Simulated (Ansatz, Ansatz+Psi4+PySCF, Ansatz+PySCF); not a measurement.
```xyz
13

C     0.0000    0.0000    0.1919
C     0.0000    1.4782   -0.0209
C     1.2801   -0.7391   -0.0209
C    -1.2801   -0.7391   -0.0209
H     0.0000    1.7315   -1.0938
H    -0.8870    1.9458    0.4176
H     0.8870    1.9458    0.4176
H     1.4995   -0.8658   -1.0938
H     2.1286   -0.2047    0.4176
H     1.2416   -1.7411    0.4176
H    -1.4995   -0.8658   -1.0938
H    -1.2416   -1.7411    0.4176
H    -2.1286   -0.2047    0.4176
```

Basis set: cc-pVTZ (spherical functions). Correlated methods keep 4 orbitals frozen. Correlation on ROHF uses semicanonical orbitals with singles. Charge 0, multiplicity 2.

Computed with Ansatz (development build ahead of 0.2.0); each method stands on the lowest determinant of its kind that the runs found.

The atomization energy at this shape (free ground-state atoms in the same class of orbitals less the molecule, no zero-point energy) of doublet C₄H₉:

| method | atomization energy |
| --- | --- |
| ROHF-MP2 | 4936.6 kJ/mol |
| UHF-MP2 | 4933.3 kJ/mol |
| ROHF | 3888.5 kJ/mol |

Q: What does UHF give?

A: 3849.9 kJ/mol.
